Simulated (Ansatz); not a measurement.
Geometry optimisation, RKS BLYP/def2-SVP (Ansatz 0.2.0).

input.yaml

```yaml
crystal:
  periodic: [false, false, false]
  atoms:
    - { symbol: B, position_ang: [0.008929, 0.097767, 0.190812] }
    - { symbol: Cl, position_ang: [-0.070804, 0.916123, 1.823065] }
    - { symbol: H, position_ang: [1.098068, -0.010198, -0.309043] }
    - { symbol: H, position_ang: [-1.034787, -0.15723, -0.352172] }
    - { symbol: P, position_ang: [0.186862, -2.917184, 0.968588] }
    - { symbol: H, position_ang: [-0.611282, -2.623701, -0.185537] }
    - { symbol: H, position_ang: [1.412895, -2.488691, 0.353229] }
    - { symbol: H, position_ang: [-0.07468, -1.653186, 1.587459] }
basis:
  gaussian: { orbitals: def2-SVP }
hamiltonian:
  xc: blyp
relax:
  f_tol: 0.03
  max_steps: 50
```

Run as:

```bash
$ ansatz run input.yaml --threads 1 --pin off --max-ram 2048MiB --backend cpu --events-out ev --progress --plain --runs-dir out
```

Q: Where does it end, and by what steps?

A: The forces met the threshold. The force dipped under the threshold on the way, but the program's further checks kept it going. After 11 steps the energy has fallen by 0.178 eV; H8 moved furthest, 0.66 Å.

```json
{"step": "0", "energy less start (eV)": "0.0000", "largest force component (eV/Å)": "0.821", "accepted": "yes"}
{"step": "1", "energy less start (eV)": "-0.1087", "largest force component (eV/Å)": "0.664", "accepted": "yes"}
{"step": "2", "energy less start (eV)": "-0.1546", "largest force component (eV/Å)": "0.391", "accepted": "yes"}
{"step": "3", "energy less start (eV)": "-0.1709", "largest force component (eV/Å)": "0.168", "accepted": "yes"}
{"step": "4", "energy less start (eV)": "-0.1734", "largest force component (eV/Å)": "0.179", "accepted": "yes"}
{"step": "5", "energy less start (eV)": "-0.1754", "largest force component (eV/Å)": "0.092", "accepted": "yes"}
{"step": "6", "energy less start (eV)": "-0.1765", "largest force component (eV/Å)": "0.020", "accepted": "yes"}
{"step": "7", "energy less start (eV)": "-0.1768", "largest force component (eV/Å)": "0.049", "accepted": "yes"}
{"step": "8", "energy less start (eV)": "-0.1772", "largest force component (eV/Å)": "0.047", "accepted": "yes"}
{"step": "9", "energy less start (eV)": "-0.1773", "largest force component (eV/Å)": "0.040", "accepted": "yes"}
{"step": "10", "energy less start (eV)": "-0.1773", "largest force component (eV/Å)": "0.037", "accepted": "yes"}
{"step": "11", "energy less start (eV)": "-0.1775", "largest force component (eV/Å)": "0.003", "accepted": "yes"}
```

```xyz
8
Properties=species:S:1:pos:R:3
B -0.020 0.592 0.093
Cl -0.130 1.224 1.731
H 1.076 0.472 -0.398
H -1.046 0.321 -0.482
P 0.244 -3.419 0.986
H -0.612 -2.938 -0.069
H 1.418 -2.821 0.401
H -0.013 -2.269 1.814
```

Whether the end is a true minimum wasn't checked by a vibrational analysis.

Run time: 39 s on 1 thread of Arm Neoverse N1, on a shared host, peak memory 0.13 GiB.
